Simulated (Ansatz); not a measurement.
Molecule: C$_{4}$H$_{4}$N (charge 0, doublet). It need not be the lowest isomer of its formula. SMILES: [c]1ccc[nH]1
Structure (B3LYP-D3(BJ)/def2-TZVP (Ansatz, a quantum-chemistry and plane-wave program) minimum search):
```xyz
9

H      0.0145     0.0864     2.1565
N      0.0078     0.0696     1.1531
C      0.0067     1.1511     0.3384
C     -0.0018    -1.0627     0.3579
C     -0.0033     0.7843    -0.9740
C     -0.0088    -0.6491    -0.9503
H     -0.0029    -2.0474     0.7920
H     -0.0064     1.4250    -1.8375
H     -0.0170    -1.2924    -1.8150
```
Charge 0, spin multiplicity 2.

Wanted: atomisation energy (electronic, to ground-state atoms), in kJ/mol. Correlated levels leave the core frozen unless marked. UHF or UKS for open shells. Spin-orbit coupling is left out. Non-relativistic. The coupled-cluster limit lacks core correlation, which all-electron functionals hold. CBS(X,Y): correlation extrapolated as X^-3; Hartree-Fock from the larger set. [CCSD(T)-MP2]/basis is that difference in the basis named.

The UHF reference is spin-contaminated (<S^2> 0.20 over the pure value in the largest basis). 

```
level                                                     program  atomisation energy (kJ/mol)
-------------------------------------------------  --------------  ---------------------------
BLYP-D4/def2-TZVPD                                 Ansatz + dftd4                       3995.3
B97M-V/def2-TZVPD                                          Ansatz                            ?
PBE0-D3(BJ)/def2-TZVP                              Ansatz + dftd3                       4041.5
r2SCAN0-D4/def2-TZVPD                              Ansatz + dftd4                            ?
LC-wPBE-D4/def2-TZVPD                              Ansatz + dftd4                       4014.5
B2PLYP-D3(BJ)/def2-TZVPD                           Ansatz + dftd3                       3939.8
RI-MP2/CBS(cc-pVTZ,cc-pVQZ)+[CCSD(T)-MP2]/cc-pVDZ          Ansatz                            ?
```

**Question.** Some entries are withheld; supply them.

**Answer.** 
- B97M-V/def2-TZVPD, atomisation energy (kJ/mol): 3968.6
- r2SCAN0-D4/def2-TZVPD, atomisation energy (kJ/mol): 3920.0
- RI-MP2/CBS(cc-pVTZ,cc-pVQZ)+[CCSD(T)-MP2]/cc-pVDZ, atomisation energy (kJ/mol): 3935.6
